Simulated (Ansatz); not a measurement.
Process, species as SMILES: [SiH3][SiH2] (SiH2-SiH3) → 5 H atom + 2 Si atom
B3LYP-D3(BJ)/def2-TZVP geometries, fixed; electronic energies without zero-point terms.
Largest species:
```xyz
7

Si     0.0124     0.0207     1.2119
Si    -0.0099     0.0487    -1.1206
H     -1.2086    -0.5655     1.8221
H      1.2176    -0.6195     1.7989
H     -0.0369    -1.3162    -1.7072
H     -1.2105     0.7840    -1.5839
H      1.2034     0.7464    -1.6084
```
Charge 0, spin multiplicity 2.

How fast the atomisation energy converges with the basis for several methods (Ansatz, a program for electronic structure): deviation from each method's own reference, in kcal/mol. References: CCSD(T) 443.46 kcal/mol, Hartree-Fock in cc-pV(Q+d)Z plus the correlation part extrapolated as X^-3 from cc-pV(T+d)Z and cc-pV(Q+d)Z; HF 344.77 kcal/mol, the value in def2-QZVPPD; MP2 434.19 kcal/mol, Hartree-Fock in cc-pV(Q+d)Z plus the correlation part extrapolated as X^-3 from cc-pV(T+d)Z and cc-pV(Q+d)Z; PBE 432.96 kcal/mol, the value in aug-cc-pV(Q+d)Z; PBE0 434.97 kcal/mol, the value in aug-cc-pV(Q+d)Z; r2SCAN 445.33 kcal/mol, the value in aug-cc-pV(Q+d)Z. Cartesian d functions, on some or all atoms, in 6-31G**, 6-311G**; all else is spherical. In correlated methods cores are frozen. Open shells are unrestricted. No added dispersion term, no relativity. 

```tsv
basis	functions	CCSD(T)	HF	MP2	PBE	PBE0	r2SCAN
6-31G**	63	-33.36	[?]	-31.95	0.03	-0.96	-1.88
6-311G**	84	-25.88	[?]	-26.77	-4.91	-5.22	-5.54
6-311++G(2d,2p)	120	-23.91	[?]	-22.55	-3.34	-3.11	-3.61
pcseg-2	138	-5.98	[?]	-8.05	-1.77	-1.53	-1.28
def2-TZVPP	154	-11.05	[?]	-10.80	-0.02	-0.37	-0.92
def2-TZVPPD	181	-10.57	[?]	-10.42	0.00	-0.32	-0.85
aug-pcseg-2	215	-6.20	[?]	-7.57	-1.37	-0.95	-0.77
cc-pV(Q+d)Z	278	-4.60	[?]	-4.47	0.09	0.03	-0.09
```

Problem. Fill in the missing entries.

Solution. 
- 6-31G**, HF: -4.01
- 6-311G**, HF: -6.28
- 6-311++G(2d,2p), HF: -3.82
- pcseg-2, HF: -0.95
- def2-TZVPP, HF: -0.83
- def2-TZVPPD, HF: -0.69
- aug-pcseg-2, HF: -0.21
- cc-pV(Q+d)Z, HF: 0.05

Mean absolute deviation over 6-311G**, 6-311++G(2d,2p), pcseg-2, def2-TZVPP, def2-TZVPPD, aug-pcseg-2: PBE 1.90, PBE0 1.92, HF 2.13, r2SCAN 2.16, CCSD(T) 13.93, MP2 14.36 kcal/mol.
